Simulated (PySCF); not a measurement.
Calculated properties of `O=C(N)[C@H](F)C`

Compound: C3H6FNO.
Atom-mapped SMILES: `[CH3:1][C@@H:2]([F:3])[C:4]([NH2:5])=[O:6]` (hydrogens: H7, H8, H9 on C1; H10 on C2; H11, H12 on N5)

Structural features include: amide and C–F bond.

From GFN2-xTB geometry:

```
Point group of the GFN2-xTB geometry                  : C1
Rotational constants A, B, C of the GFN2-xTB geometry : 5.046, 3.240, 2.249 GHz
```

From PBE0/def2-SVPD ground state and vertical TDDFT (core frozen in the response) (PySCF):

```
Dipole moment                                                     : 2.22 D
HOMO energy                                                       : -7.65 eV
LUMO energy                                                       : 0.28 eV
HOMO–LUMO gap                                                     : 7.93 eV
Lowest singlet excitation                                         : 5.76 eV (215 nm, f = 0.001)
Strongest line among the 6 lowest singlet transitions             : S4 at 7.68 eV (161 nm, f = 0.143)
Lowest triplet excitation (Tamm–Dancoff)                          : 5.27 eV
Static isotropic polarisability                                   : 49.7 au
Electronic spatial extent ⟨r²⟩ about the centre of nuclear charge : 559 bohr²
```

From PBE0/pcSseg-1 ground state and GIAO shieldings, non-relativistic (PySCF):

```
Lowest Hirshfeld atomic charge                              : -0.30 e on O6
Highest Hirshfeld atomic charge                             : +0.17 e on C4
13C chemical shifts (computed TMS as zero) by class         : 173.6 (C4), 93.5 (C2), 21.7 (C1) ppm
1H chemical shifts (computed TMS as zero) by class          : 6.02 (H12), 5.04 (H10), 4.65 (H11), 1.60 (H7/H8/H9) ppm
Isotropic shieldings of nuclei other than C and H, by class : 157 (N5), -59 (O6), 389 (F3) ppm
Mayer bond orders between heavy atoms                       : C1–C2 1.03, C2–F3 0.86, C2–C4 0.92, C4–N5 1.22, C4–O6 1.93
```

Monoisotopic mass (most abundant isotopes): 91.0433 u.

S1 lies 2.17 eV below the HOMO–LUMO gap; its leading configuration is HOMO→LUMO, weight 0.91. With B = h/(8π²I), that is 505.379 GHz u Å² over I, the principal moments of inertia are 100.2, 156.0 and 224.8 u Å² (most abundant isotopes). A dipole of 2.22 D is allowed in C1, and pure rotational transitions are dipole-allowed. In wavenumbers S1 is 46500 cm⁻¹ (1 eV = 8065.54 cm⁻¹). The rotational constants make it an asymmetric top with κ = (2B − A − C)/(A − C) = -0.29, nearer the prolate limit (−1). The dipole matches unit charges of opposite sign 0.46 Å apart (1 e·Å = 4.8032 D). The vertical singlet–triplet gap S1 − T1 is 0.49 eV (TDDFT singlet less Tamm–Dancoff triplet; S1: HOMO→LUMO, weight 0.91; T1: HOMO→LUMO, weight 0.89). The principal polarisabilities are 41.0, 52.1 and 55.9 au; their mean is the isotropic value.

Isolated species at its GFN2-xTB geometry (one conformer only). NMR classes are plain means over equivalent atoms (diastereotopic ones count apart unless rotation or inversion swaps them), as if these changed places fast; in this geometry the members of some classes differ.

The values belong to the conformer `[CH3:1][C@@H:2]([F:3])[C:4]([NH2:5])=[O:6]`: C1–C2–C4–N5 -113°, H–N5–C4–C2 -179°, H–N5–C4–C2 -3°.
